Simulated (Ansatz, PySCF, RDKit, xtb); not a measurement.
**Which structure has the formula C2H7O+?**

Given the formula C2H7O+ (charge +1) and nothing else, which arrangement of the atoms is the most stable in the gas at 298.15 K, and what are its properties?

The funnel: GFN2-xTB relaxations, single points with a density functional, relaxations at PBE0-D4/def2-TZVP, harmonic vibrations, and a last energy at a higher level. All values are calculated.

4 further runs of the same task are left out: 4 set aside as unsound or not needed.

## 1. Possible bonding patterns

A program enumerates the bonding patterns with one Lewis structure each (two rings at most, one unusual centre or charged pair), with their diastereomers. O–O, O–halogen and N–halogen bonds and N–N–N chains are not drawn. That gives 2 candidates.

```csv
label,SMILES,spin
c514,C[OH+]C,singlet
c704,CC[OH2+],singlet
```

Candidates are built by distance geometry, with a force field where one applies, in up to four conformers (letters a to d).

Q: Predict the outcome of this search (final energies at CCSD(T)/def2-TZVP).

| quantity | value |
| --- | --- |
| lowest structure found | CC[OH2+], singlet, Cs |
| next finalist | C[OH+]C, singlet, 7.2 kcal/mol higher in G |
| share at equilibrium, among the finalists | 100.0 % |
| harmonic wavenumbers, lowest and highest (PBE0-D4/def2-TZVP) | 182 and 3759 cm⁻¹ |
| rotational constants, same geometry | 1.022, 0.2817, 0.2503 cm⁻¹ |
| HOMO energy (PBE0/def2-TZVPD) | -15.80 eV |
| LUMO energy (PBE0/def2-TZVPD) | -5.94 eV |
| HOMO–LUMO gap (PBE0/def2-TZVPD) | 9.87 eV |
| lowest excitation (TD-CAM-B3LYP/def2-SVPD) | 8.90 eV (f = 0.000) |
| strongest of the states computed, same level | 9.80 eV (f = 0.111) |
| lowest triplet excitation, same level, Tamm-Dancoff | 8.65 eV |
| vertical ionisation energy | 18.50 eV |
| vertical recombination energy (electron added) | 4.30 eV |
| vertical triplet less singlet | +8.57 eV |

The lowest structure found is `CC[OH2+]`. The margin of 7.2 kcal/mol over the next finalist is beyond the usual error of the last level; it says nothing of structures that weren't ranked. GFN2-xTB, r2SCAN-D4/def2-SVP, PBE0-D4/def2-TZVP, HF/def2-TZVP and MP2/def2-TZVP already put its bonding pattern lowest among the structures in one piece; HF/STO-3G favours the singlet C[OH+]C. The search is not exhaustive (a finite list of starts, one conformer a finalist), so a lower isomer can't be ruled out. Patterns outside the rules of the enumeration were met only by chance.
